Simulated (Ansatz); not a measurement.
What does this script print? It uses Ansatz 0.2.0, Python API.

Script `h3osi_relaxed_scan.py`:
```python
"""Relaxed scan of one distance in H3OSi."""

from dataclasses import dataclass

import ansatz as az
import numpy as np


@dataclass(frozen=True)
class Options:
    basis: str = "def2-SVP"
    functional: str = "B3LYP"


settings = Options()

GEOMETRY = """
O     0.55731   -0.43376    0.79846
Si    0.00193    0.34195   -0.53394
H     0.72569   -1.37066    0.81480
H    -1.24482   -0.25358   -1.00076
H    -0.04011    1.71604   -0.07856
"""


def main() -> None:
    molecule = az.Crystal.molecule()
    for line in GEOMETRY.strip().splitlines():
        symbol, *xyz = line.split()
        molecule = molecule.atom(symbol, [float(v) for v in xyz])

    setup = (
        molecule.calculation()
        .basis(gaussian=settings.basis)
        .functional(settings.functional)
        .spin("collinear", total=1)
        .accuracy("medium")
    )
    symbols = [site.symbol for site in molecule.cartesian_sites]
    pairs = [(0, 1), (0, 2), (1, 3), (1, 4)]
    print("held (A)   E (eV)        ", "  ".join(f"{symbols[i]}{i}-{symbols[j]}{j}" for i, j in pairs))
    for length in [1.51, 1.64, 1.77, 1.97, 2.21]:
        report = setup.relax(constraints=[az.DistanceConstraint((0, 1), at=length)], force_tolerance=0.02, max_steps=60).run(threads=1).report
        xyz = np.array(report["positions_ang"])
        print(f"{length:6.2f} {report['free_energy_ev']:14.5f}  ", "  ".join(f"{np.linalg.norm(xyz[i] - xyz[j]):.3f}" for i, j in pairs))


if __name__ == "__main__":
    main()
```

Output of `python h3osi_relaxed_scan.py`:
```text
held (A)   E (eV)         O0-Si1  O0-H2  Si1-H3  Si1-H4
DeckWarning: relax.constraints: the input's atoms, or those drawn, lie off the distances that are held; a relaxation that starts there is brought onto them ahead of its first SCF, by positions alone, [...]
  1.51    -9968.76241   1.510  0.960  1.511  1.498
  1.64    -9969.25918   1.640  0.964  1.507  1.495
  1.77    -9969.17541   1.770  0.967  1.504  1.493
  1.97    -9968.53631   1.970  0.970  1.502  1.492
  2.21    -9967.54207   2.210  0.972  1.502  1.493
```
(Warnings from the package without file and line, shortened, repeats left out.)

Reading the output:
- These settings explore the input space; basis and method may be short of convergence.
- The energies are electronic: no zero-point or thermal terms, and the basis set is short of its limit.
- The species is open-shell (spin multiplicity 2).
- b3lyp holds the VWN-RPA fit, as in Gaussian; the form of ORCA and Turbomole is b3lyp5.
- Timing: 47 s on 1 thread of Arm Neoverse V1, with other jobs on the host, peak memory 0.19 GiB.

(Lines on the test bed's own set-up are left out of the output.)
